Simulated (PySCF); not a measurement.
Bond stretch in SMILES CO (CH₄O). The C1–O5 bond (C1 also carries H, H, H; O5 carries H) is varied alone, starting from the PBE0/def2-TZVP optimised geometry.

Levels: RCCSD(T) = CCSD(T) on RHF/cc-pVDZ, 2 core orbitals frozen run with PySCF; RKS-PBE0 = PySCF with restricted PBE0/cc-pVDZ; UKS-B3LYP/LANL2DZ = unrestricted B3LYP/LANL2DZ (PySCF); UKS-B3LYP/6-31G* = unrestricted B3LYP/6-31G*, spherical d run with PySCF; RKS-B3LYP/6-31G* = restricted B3LYP/6-31G*, spherical d (PySCF 2.14.0).

Energies are in kcal/mol, each relative to the lowest point of its own curve near equilibrium.

```
R / Å  RCCSD(T)  RKS-PBE0  UKS-B3LYP/LANL2DZ  UKS-B3LYP/6-31G*  RKS-B3LYP/6-31G*
-----  --------  --------  -----------------  ----------------  ----------------
1.13       64.4      59.4               76.6              62.0              62.0
1.20       31.6      28.4               40.6              30.2              30.2
1.28       10.8       9.0               16.3              10.1              10.1
1.32        5.0       3.9                9.0               4.7               4.7
1.35        2.3       1.6                5.2               2.1               2.1
1.41        0.0       0.0                0.8               0.0               0.0
1.44        0.1       0.4                0.0               0.2               0.2
1.50        2.2       3.1                0.4               2.3               2.3
1.56        6.1       7.5                2.9               6.3               6.3
1.64       13.1      15.2                8.4              13.4              13.4
1.74       23.4      26.4               17.4              23.9              23.9
1.91       41.6      46.7               35.1              43.0              43.0
2.09       58.9      67.1               53.8              62.5              62.5
2.30       74.2      88.1               71.9              80.6              82.4
2.55       84.8     108.3               83.6              91.8             101.8
2.83       88.0     125.8               90.0              98.0             118.3
3.07       85.8     137.2               92.9             100.8             129.0
3.47       77.9     150.6               95.1             103.0             141.8
3.77       71.8     157.4               95.8             103.7             148.2
4.20       65.0     163.8               96.2             104.1             154.2
4.92       59.7     169.1               96.3             104.1             158.9
```

At the longest distance, 4.92 Å, RKS-PBE0 lies highest above its minimum (169.1 kcal/mol) and RCCSD(T) lowest (59.7 kcal/mol).

The RCCSD(T) curve passes through a maximum at 2.83 Å and then falls by 28.4 kcal/mol up to the last usable point.

The T1 diagnostic of CCSD on the restricted reference of RCCSD(T) exceeds 0.045 at 2.55 to 4.92 Å. At the longest distance RKS-PBE0 leaves fractional charges on the fragments, a sign of delocalisation error or of the restricted form. The restricted form behind RKS-PBE0, RKS-B3LYP/6-31G* keeps the bonding electrons paired and can't separate into open-shell fragments. The unrestricted determinant behind UKS-B3LYP/LANL2DZ, UKS-B3LYP/6-31G* is spin-contaminated at 2.30 to 4.92 Å (<S²> up to 1.0, against 0.00 for a pure singlet).
